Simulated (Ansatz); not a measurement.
Born–Oppenheimer molecular dynamics of H₂LiO (4 atoms, charge 1, multiplicity 1). It goes on from the last frame of an earlier run, with new velocities.

Computed with Ansatz, UKS B3LYP-D4/def2-SVP.

```json
{
  "ensemble": "NVT, Nosé–Hoover chain",
  "time step": "0.5 fs",
  "steps asked": "266",
  "set temperature": "3000 K",
  "thermostat": "time constant 100 fs, chain length 3 (defaults)",
  "seed": "457964"
}
```

First frame:

```xyz
4
Properties=species:S:1:pos:R:3
Li 0.031 -0.063 -1.639
O 0.047 0.056 0.157
H 0.195 0.824 0.736
H 0.081 -0.733 0.723
```

(1) How far do the bonds stretch over the last three quarters of this one trajectory? (Pairs bonded in most of those frames.)

Answers

(1) 
```json
{"bond": "Li1–O2", "mean (Å)": "1.835", "spread (Å)": "0.052", "shortest": "1.75", "longest": "1.91"}
{"bond": "O2–H3", "mean (Å)": "1.008", "spread (Å)": "0.094", "shortest": "0.86", "longest": "1.14"}
{"bond": "O2–H4", "mean (Å)": "0.994", "spread (Å)": "0.072", "shortest": "0.87", "longest": "1.13"}
```

Mean temperature of the second half: 2023 K. The conserved energy wandered by up to 6.6 meV per atom (net 5.9 meV per atom), which is poor conservation. The mean temperature of the second half is 33 % below the set value. A run of 0.13 ps of so small a system gives no equilibrium averages. Limits of this set-up: the dipole of an ion depends on the origin.

Run time: 4.5 min on 1 thread of Intel(R) Xeon(R) Platinum 8259CL CPU @ 2.50GHz (Skylake/Cascade Lake), on a shared host, peak memory 0.11 GiB.
